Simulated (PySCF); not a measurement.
# Calculated properties of AlH2(CH2SiH3), `[H][Al]([H])[CH2][SiH3]`

AlH2(CH2SiH3), CH7AlSi.
Z-matrix (Å and degrees, PBE0-D3(BJ)/def2-SVP geometry), rows numbered from 1:
```
Al
H   1  1.5912
H   1  1.5913  2  120.11
C   1  1.9541  2  119.90  3  -179.30
Si  4  1.8773  1  114.66  2    90.53
H   4  1.1046  1  109.73  2  -148.69
H   4  1.1046  1  109.64  2   -30.17
H   5  1.4979  4  110.47  1   -59.34
H   5  1.4979  4  110.58  1    59.41
H   5  1.4966  4  112.44  1  -179.92
```

PBE0-D3(BJ)/def2-SVP geometry optimisation, gas phase (PySCF):

```yaml
Point_group: Cs
Rotational_constants_A_B_C: 18.790, 2.881, 2.724 GHz
```

**CAM-B3LYP/def2-SVPD ground state and vertical TDDFT (core frozen in the response) (PySCF)**

```yaml
Dipole_moment: 0.99 D
HOMO_energy: -9.43 eV
LUMO_energy: -0.57 eV
HOMO–LUMO_gap: 8.86 eV
Lowest_singlet_excitation: 5.36 eV (231 nm, f = 0.009)
Strongest_line_among_the_15_lowest_singlet_transitions: S12 at 8.47 eV (146 nm, f = 0.284)
Lowest_triplet_excitation_Tamm–Dancoff: 5.01 eV
Static_isotropic_polarisability: 69.9 au
Electronic_spatial_extent_⟨r²⟩_about_the_centre_of_nuclear_charge: 498 bohr²
```

From B3LYP/pcSseg-1 (pcSseg-2 on Al) ground state and GIAO shieldings, non-relativistic (PySCF):

```yaml
13C_chemical_shifts_computed_TMS_as_zero_by_class: -5.9 (C4) ppm
1H_chemical_shifts_computed_TMS_as_zero_by_class: 5.30 (H2/H3), 4.00 (H8/H9/H10), -0.03 (H6/H7) ppm
Isotropic_shieldings_of_nuclei_other_than_C_and_H_by_class: 261 (Al1), 418 (Si5) ppm
```

delta-SCF UKS SCAN, pcX-2 on the ionised atom, pcseg-1 elsewhere, spin-free X2C; 2p3/2 from a spin–orbit splitting computed afterwards within the 2p shell (PySCF):

```yaml
Core_binding_energies: Si2p3/2 106.7 (Si5), C1s 289.6 (C4), Al1s 1567.0 (Al1), Si1s 1846.4 (Si5) eV
```

Monoisotopic mass from the formula: 74.0132 u.

The 15 singlets span 5.36 to 8.69 eV, and their oscillator strengths add up to 1.01. The polarisability is 10.36 Å³ as a volume (1 au = 0.148185 Å³), or 1.75 au for each of the 40 electrons. With B = h/(8π²I), that is 505.379 GHz u Å² over I, the principal moments of inertia are 26.9, 175.4 and 185.5 u Å² (most abundant isotopes). The dipole matches unit charges of opposite sign 0.21 Å apart (1 e·Å = 4.8032 D). The vertical singlet–triplet gap S1 − T1 is 0.35 eV (TDDFT singlet less Tamm–Dancoff triplet; S1: HOMO→LUMO, weight 0.95; T1: HOMO→LUMO, weight 0.91). The largest Löwdin shares of the HOMO are 0.38 on C4, 0.21 on Al1, 0.11 on Si5 and 0.09 on H10.

 NMR classes are plain means over equivalent atoms (diastereotopic ones count apart unless rotation or inversion swaps them), as if these changed places fast; in this geometry the members of some classes differ.

For the core-ionisation job (SCAN ΔSCF), on an Arm Neoverse N1 with one thread, no GPU (shared host), this took 24 s.

One conformer stands for the species.
